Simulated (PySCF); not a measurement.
**A ladder of Hamiltonians for Ne (neon, neutral)**

Occupied: 1s1/2, 2s1/2, 2p1/2, 2p3/2. Hartree-Fock calculated with PySCF 2.14 in an even-tempered Gaussian basis (19 s from 0.02 bohr⁻², ratio 2.7; 13 p from 0.024 bohr⁻², ratio 2.7), Gaussian nucleus throughout. NR is non-relativistic, sf-X2C the spin-free one-electron X2C Hamiltonian, X2C adds the bare one-electron spin-orbit term, X2C-SNSO screens it by Boettger's factors, DC is four-component Dirac-Coulomb, and the Gaunt and Breit terms are added at first order (total energies over the DC spinors, levels after relaxing the spinors in that mean field). QED terms are absent.

| Hamiltonian | E (hartree) | E − E(DC) (hartree) | CPU seconds |
| --- | --- | --- | --- |
| NR | -128.5461 | 0.1449 | 0.43 |
| sf-X2C | -128.6838 | 0.0071 | 0.26 |
| X2C | -128.6839 | 0.0071 | 0.4 |
| X2C-SNSO | -128.6838 | 0.0071 | 0.4 |
| DC | -128.6910 | 0.0000 | 11 |
| DC+Gaunt | -128.6734 | 0.0175 | 22 |
| DC+Breit | -128.6743 | 0.0166 | 78 |

Task: Give the 2p spin-orbit interval with each Hamiltonian that has one.

Result: X2C 0.1589; X2C-SNSO 0.1271; DC 0.1241; DC+Gaunt 0.1142; DC+Breit 0.1143 (eV).

```json
{"level (eV)": "1s1/2", "NR": "-891.78", "sf-X2C": "-892.85", "X2C": "-892.85", "X2C-SNSO": "-892.85", "DC": "-893.01", "DC+Gaunt": "-892.70", "DC+Breit": "-892.70"}
{"level (eV)": "2s1/2", "NR": "-52.529", "sf-X2C": "-52.670", "X2C": "-52.670", "X2C-SNSO": "-52.670", "DC": "-52.677", "DC+Gaunt": "-52.673", "DC+Breit": "-52.671"}
{"level (eV)": "2p1/2", "NR": "-23.142", "sf-X2C": "-23.125", "X2C": "-23.231", "X2C-SNSO": "-23.210", "DC": "-23.208", "DC+Gaunt": "-23.196", "DC+Breit": "-23.197"}
{"level (eV)": "2p3/2", "NR": "-23.142", "sf-X2C": "-23.125", "X2C": "-23.072", "X2C-SNSO": "-23.083", "DC": "-23.084", "DC+Gaunt": "-23.082", "DC+Breit": "-23.083"}
```

Weight of the small component: 1s1/2 0.00123, 2s1/2 0.000139, 2p1/2 0.000114, 2p3/2 0.000113.

Koopmans' value for the highest occupied level at DC+Breit: 23.083 eV, against an ionisation energy of 21.565 eV (measured; NIST Atomic Spectra Database, ionization energies); the former lacks relaxation, correlation, QED and recoil.

The whole ladder took 120 s of wall time on 1 thread of Neoverse-N1 (shared host), launched as `OMP_NUM_THREADS=1 python relrun2.py TASK.json OUT` (a driver that calls PySCF for each Hamiltonian).

Dirac-Coulomb iterations, started from the X2C spinors:

```
with_ssss True, with_gaunt False, with_breit False
light speed = 137.03599967994
init E= -128.683588358713
cycle= 1 E= -128.690960293  delta_E= -0.00737  |g|= 0.00967  |ddm|= 0.00213
cycle= 2 E= -128.690960488364  delta_E= -1.95e-07  |g|= 0.000479  |ddm|= 0.000499
cycle= 3 E= -128.690960517106  delta_E= -2.87e-08  |g|= 0.000246  |ddm|= 0.000277
cycle= 4 E= -128.690960527469  delta_E= -1.04e-08  |g|= 1.48e-06  |ddm|= 9.49e-05
cycle= 5 E= -128.690960527476  delta_E= -7.13e-12  |g|= 4.41e-07  |ddm|= 1.19e-06
```
